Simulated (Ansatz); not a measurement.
`C=C=CCl` + H₂ → `C=C=C` + HCl at 500 K and 1 bar (hydrogenolysis of a C–Cl bond).

Gas-phase electronic energies from Ansatz, PBE0-D4/def2-TZVP geometries. CCSD(T)/CBS is the MP2 limit (def2-TZVPP, def2-QZVPP) plus CCSD(T) − MP2 in def2-TZVPP, frozen cores. This one scheme is used for every species.

```json
{"species": "`C=C=CCl`", "CCSD(T)/CBS energy (Eh)": "-575.66547", "H − E (kJ/mol)": "154.4", "S (J/(mol·K))": "329.8"}
{"species": "H₂", "CCSD(T)/CBS energy (Eh)": "-1.17544", "H − E (kJ/mol)": "41.0", "S (J/(mol·K))": "145.5"}
{"species": "`C=C=C`", "CCSD(T)/CBS energy (Eh)": "-116.49399", "H − E (kJ/mol)": "171.5", "S (J/(mol·K))": "278.2"}
{"species": "HCl", "CCSD(T)/CBS energy (Eh)": "-460.38127", "H − E (kJ/mol)": "32.5", "S (J/(mol·K))": "201.9"}
```

H − E and S are ideal-gas, rigid-rotor, harmonic terms from PBE0-D4/def2-TZVP. The MP2-based limit puts H₂ 0.8 mEh under its directly extrapolated value; such offsets cancel only in part. 1 Eh = 2625.50 kJ/mol, R = 8.31446 J/(mol·K).

Problem. By hand: ΔE, ΔH, ΔS and ΔG.

Solution. ΔE = (-116.49399) + (-460.38127) − (-575.66547) − (-1.17544) = -0.03435 Eh = -90.2 kJ/mol. Δ(H − E) = 171.5 + 32.5 − 154.4 − 41.0 = 8.6, so ΔH = -81.6 kJ/mol. ΔS = 278.2 + 201.9 − 329.8 − 145.5 = 4.8 J/(mol·K). ΔG = -81.6 − 500 × (4.8)/1000 = -84.0 kJ/mol.

Problem. By hand: the equilibrium constant, and the temperature at which ΔG would vanish if ΔH and ΔS stayed fixed.

Solution. log₁₀ K = −ΔG/(RT ln 10) = 8.8. ΔH and −TΔS have one sign here, so there is no such temperature. One of them is within its doubt of zero, so this could turn.

The number of gas molecules stays the same, so ΔS is small and ΔH decides. A doubt of 5 kJ/mol in ΔE shifts log₁₀ K by 0.5 here. These are equilibria of isolated gas molecules and say nothing of rates. Largest T1 diagnostic: 0.012 (customary marks: 0.02 for closed shells, 0.045 for open ones).
